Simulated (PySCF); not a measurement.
allene cation (C₃H₄), SMILES C=C=C (connectivity only; charge and spin as stated), charge +1, multiplicity 2. Atoms are numbered in the order given.

```xyz
7

C     -1.3107     0.0000     0.0000
C      0.0000     0.0000     0.0000
C      1.3107     0.0000     0.0000
H     -1.8727     0.8504    -0.3894
H     -1.8727    -0.8504     0.3894
H      1.8727    -0.8504    -0.3894
H      1.8727     0.8504     0.3894
```
Charge +1, spin multiplicity 2.

Geometry optimised at B3LYP-D3(BJ)/def2-TZVP. The spin state was assumed, not searched.

All values below come from PySCF with B3LYP/pcH-1.

Unrestricted Kohn–Sham, ⟨S²⟩ = 0.760. Hyperfine tensors hold the contact and dipolar terms, without spin-orbit corrections.

Computed hyperfine couplings:
```
nucleus    A(iso) (MHz)  A(iso) (G)  dipolar principal values (MHz)
---------  ------------  ----------  ------------------------------
13C no. 1          11.1         4.0              -36.1, -31.7, 67.8
13C no. 2         -13.3        -4.8              -53.1, -18.3, 71.4
13C no. 3          11.1         4.0              -36.1, -31.7, 67.8
1H no. 4           43.2        15.4               -15.2, -8.7, 23.9
1H no. 5           43.2        15.4               -15.2, -8.7, 23.9
1H no. 6           43.2        15.4               -15.2, -8.7, 23.9
1H no. 7           43.2        15.4               -15.2, -8.7, 23.9
```

### Question
And the g tensor (effective nuclear charges for spin-orbit coupling, GIAO)? (An estimate is asked for; the answer gives what the named calculation found.)

### Answer
principal values 2.0023, 2.0026, 2.0029; isotropic 2.0026.
